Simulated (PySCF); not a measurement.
C2H5ClO2S.
SMILES: `CCS(=O)(=O)Cl`

Torsions of this conformer, `[CH3:1][CH2:2][S:3](=[O:4])(=[O:5])[Cl:6]`: C1–C2–S3–O4 -45°.

The closed-shell ground state was solved at several levels (PySCF, density fitting, gas phase, non-relativistic). The structure is a single PBE0-D3(BJ)/def2-SVP conformer in the gas phase; no vibrational or solvent corrections.

```json
{"level": "PBE0/cc-pVTZ", "basis functions": "258", "HOMO (eV)": "-9.08", "LUMO (eV)": "-1.74", "gap (eV)": "7.34", "dipole (D)": "4.13"}
{"level": "PBE0/IGLO-III", "basis functions": "278", "HOMO (eV)": "-9.06", "LUMO (eV)": "-1.78", "gap (eV)": "7.28", "dipole (D)": "4.05"}
{"level": "PBE0/pcSseg-0", "basis functions": "72", "HOMO (eV)": "-9.25", "LUMO (eV)": "-2.55", "gap (eV)": "6.70", "dipole (D)": "4.78"}
{"level": "PBE0/aug-cc-pVDZ", "basis functions": "191", "HOMO (eV)": "-9.11", "LUMO (eV)": "-1.98", "gap (eV)": "7.13", "dipole (D)": "4.22"}
```

Problem. What might PBE0/cc-pVDZ (117 basis functions) give for the same quantities?

Solution. HOMO -8.87 eV, LUMO -1.65 eV, gap 7.22 eV, dipole 4.09 D.

Problem. Over all these levels, which gives the widest orbital gap and which the narrowest?

Solution. PBE0/cc-pVTZ has the widest, 7.34 eV, and PBE0/pcSseg-0 the narrowest, 6.70 eV. From the narrowest to the widest the HOMO moves by +0.17 eV and the LUMO by +0.81 eV.

Problem. How much does the basis alone move the frontier levels among the 5 PBE0 rows (the withheld one included)?

Solution. The HOMO by 0.38 eV and the LUMO by 0.90 eV. By rising basis size (HOMO, LUMO in eV): pcSseg-0 -9.25, -2.55; cc-pVDZ -8.87, -1.65; aug-cc-pVDZ -9.11, -1.98; cc-pVTZ -9.08, -1.74; IGLO-III -9.06, -1.78.

Problem. How far do the dipole and the HOMO energy spread over the levels?

Solution. The dipole runs from 4.05 to 4.78 D (mean 4.25 D) and the HOMO from -9.25 to -8.87 eV.
